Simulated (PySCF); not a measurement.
Calculated properties of `[PH4+]`

PH4 (charge +1).
SMILES with atom numbers: `[PH4+:1]` (hydrogens: H2, H3, H4, H5 on P1)

Geometry (PBE0-D3(BJ)/def2-SVP, Å), atoms numbered from 1 in this order:
```xyz
5
PH4 angstrom
P     -0.023    0.015   -0.020
H     -0.792   -0.858   -0.814
H      0.297   -0.617    1.198
H     -0.761    1.187    0.239
H      1.164    0.349   -0.702
```

PBE0-D3(BJ)/def2-SVP geometry optimisation, gas phase (PySCF):

| Quantity | Value |
| --- | --- |
| Point group | Td |
| Rotational constants A, B, C | 94.754, 94.743, 94.732 GHz |

**B3LYP/def2-SVPD ground state and vertical TDDFT (core frozen in the response) (PySCF)**

| Quantity | Value |
| --- | --- |
| HOMO energy | -18.88 eV |
| LUMO energy | -6.19 eV |
| HOMO–LUMO gap | 12.69 eV |
| Lowest singlet excitation | 11.11 eV (112 nm, f = 0.000 summed over 3 states within 0.01 eV) |
| Static isotropic polarisability | 21.0 au |
| Electronic spatial extent ⟨r²⟩ about the centre of nuclear charge | 52 bohr² |

Monoisotopic mass of the ion (most abundant isotopes, electron mass counted): 35.0045 u.

The rotational constants are those of a spherical top; the small spread among constants that symmetry makes equal is optimisation noise. The polarisability is 3.11 Å³ as a volume (1 au = 0.148185 Å³), or 1.17 au for each of the 18 electrons. No computed singlet falls in the visible range (750 to 380 nm, 1.65 to 3.26 eV); S1 lies 7.85 eV above its blue end. In wavenumbers S1 is 89600 cm⁻¹ (1 eV = 8065.54 cm⁻¹). S1 lies 1.58 eV below the HOMO–LUMO gap. The principal polarisabilities are 21.0, 21.0 and 21.0 au; their mean is the isotropic value.

For the geometry optimisation (PBE0-D3(BJ)/def2-SVP), time: 1.2 s wall; peak memory 0.24 GiB. Hardware: an Arm Neoverse V2 with one thread, on a shared host.
